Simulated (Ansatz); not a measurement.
Input file:

```yaml
crystal:
  periodic: [false, false, false]
  atoms:
    - {symbol: B, position_ang: [-0.010311, -0.000126, 0.000002]}
    - {symbol: H, position_ang: [1.324590, 0.016158, -0.000286]}
    - {symbol: H, position_ang: [-0.619606, 1.026086, -0.002835]}
    - {symbol: H, position_ang: [-0.594391, -1.040895, 0.003097]}
basis:
  gaussian: {orbitals: cc-pVDZ}
correlation: {method: fic_mrcisd_q, electrons: outside_noble_gas, active_space: {window: {electrons: 2, orbitals: 2}}}
```

```sh
$ ansatz run in.yaml --threads 1 --pin off --events-out ev --progress --plain --max-ram 2393MiB
```

Log:

```
259 factors; integrals over basis functions are off by at most 1.2e-3 eV
mean field evaluation 1: about -717.5267 eV, gradient 9.4e0 eV
mean field evaluation 2: about -717.5265 eV, gradient 9.4e0 eV
mean field evaluation 4: about -717.9374 eV, gradient 2.0e-1 eV
mean field evaluation 8: about -717.9377 eV, gradient 7.2e-6 eV
mean field -717.93773278 eV, -26.3837250440 hartree, gradient 7.2e-6 eV, S^2 0.000000; 0 other end points of the search recorded, 0 dependent functions left out
reference -717.93773278 eV, -26.3837250440 hartree; 4, 4 occupied and 25, 25 virtual orbitals, 259 factors
state -718.37849087 eV, -26.3999226052 hartree
contracted CI cycle   1: correlation 0.00000000 eV, 0.0000000000 hartree, residual 1.31e1 eV
contracted CI cycle   2: correlation -2.62212642 eV, -0.0963613686 hartree, residual 2.07e0 eV
contracted CI cycle   3: correlation -2.68850059 eV, -0.0988005745 hartree, residual 4.93e-1 eV
contracted CI cycle   4: correlation -2.69260648 eV, -0.0989514629 hartree, residual 1.28e-1 eV
contracted CI cycle   5: correlation -2.69287716 eV, -0.0989614103 hartree, residual 3.79e-2 eV
contracted CI cycle   6: correlation -2.69290372 eV, -0.0989623863 hartree, residual 1.37e-2 eV
contracted CI cycle   7: correlation -2.69290737 eV, -0.0989625204 hartree, residual 4.84e-3 eV
contracted CI cycle   8: correlation -2.69290781 eV, -0.0989625369 hartree, residual 1.64e-3 eV
contracted CI cycle   9: correlation -2.69290786 eV, -0.0989625387 hartree, residual 4.75e-4 eV
state -718.37849087 eV, -26.3999226052 hartree; corrected -721.20599448 eV, -26.5038314463 hartree
Total energy: -721.20599448 eV, -26.5038314463 hartree
```

For the same geometry and basis full CI lies 17.6 meV higher.

Ran on 1 thread of Intel Xeon 6975P-C, shared host: 0.24 s wall, 0.09 GiB peak host memory.
